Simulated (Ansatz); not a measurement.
SiH4, singlet: the ladder up to full CI

Geometry: a PBE0/def2-TZVP stationary point for this spin, not checked as a minimum.

```xyz
5

Si    0.0000    0.0000    0.0000
H     0.8558    0.8587    0.8568
H    -0.8596   -0.8544    0.8574
H    -0.8547    0.8555   -0.8611
H     0.8584   -0.8599   -0.8531
```

Basis 6-31G; Ansatz 0.2.0. Only valence electrons are correlated (noble-gas cores frozen), which leaves 8 electrons in 16 orbitals. Prefix R: restricted or restricted open-shell reference. Active spaces: valence = (8e, 8o) chosen from the atoms' valence shells; pair = (2e, 2o) about the gap.

Full CI is exact within this basis and frozen core; it isn't the basis-set limit.

The UHF ⟨S²⟩ is 0.000, the T1 diagnostic (RCCSD) is 0.0080 and the largest doubles amplitude (RCCSD) is 0.039.

```csv
level,E − E(RHF) (eV)
RMP2,-1.6741
RCCSD,-2.3117
RCCSD(T),-2.3345
```

Q: Estimate how far full CI in 6-31G lies from RCCSD(T). The table doesn't fix it; the size of (T) and the diagnostics are the guide.

A: Full CI in 6-31G lies 0.9 kJ/mol below RCCSD(T), which is 41 % of the (T) step (-2.2 kJ/mol). The diagnostics give no warning, yet the rest is a sizeable part of (T).

The other levels:

| level | E − E(full CI) (kJ/mol) | share of correlation (%) | wall time |
| --- | --- | --- | --- |
| CISD | 11.4 | 94.96 | 0.15 s |
| BCCD(T) | 0.9 | 99.61 | 0.18 s |
| RCCSDT | 0.1 | 99.95 | – |
| CISDTQ | 0.2 | 99.89 | 0.66 s |
| RCCSDT(Q) | 0.0 | 99.99 | 0.33 s |
| RCCSDTQ | 0.0 | 100.00 | 1.3 s |
| CASSCF (pair space) | 186.9 | 17.36 | – |
| NEVPT2 (pair space) | 55.5 | 75.44 | 0.18 s |
| MRCISD (pair space) | 7.9 | 96.53 | – |
| MRCISD+Q (pair space) | -0.7 | 100.33 | 0.27 s |
| CASSCF (valence space) | 57.4 | 74.61 | – |
| NEVPT2 (valence space) | 17.2 | 92.40 | 1.5 s |
| MRCISD (valence space) | 1.8 | 99.22 | – |
| MRCISD+Q (valence space) | 1.0 | 99.56 | 2 s |

The correlation energy at full CI, counted from RHF, is -2.344 eV. That run took 2 s on 1 thread of Intel Xeon 6975P-C, shared host over 828,944 determinants.

Times hold each run's SCF and search for its determinant on a shared host, so for small cases they say little of a method's own cost; they ran on 1 thread of Intel Xeon 6975P-C.

Not variational, and here over 5 meV under the exact energy: MRCISD+Q (pair space).

The full-CI state has the irrep A1 of C2v, in the program's axes (one component, if the state is degenerate).

Natural occupations of full CI about the gap: 1.979 1.965 1.965 1.965 0.031 0.024 0.024 0.024 0.005 0.005; effectively unpaired electrons, Σ n²(2−n)², 0.03.
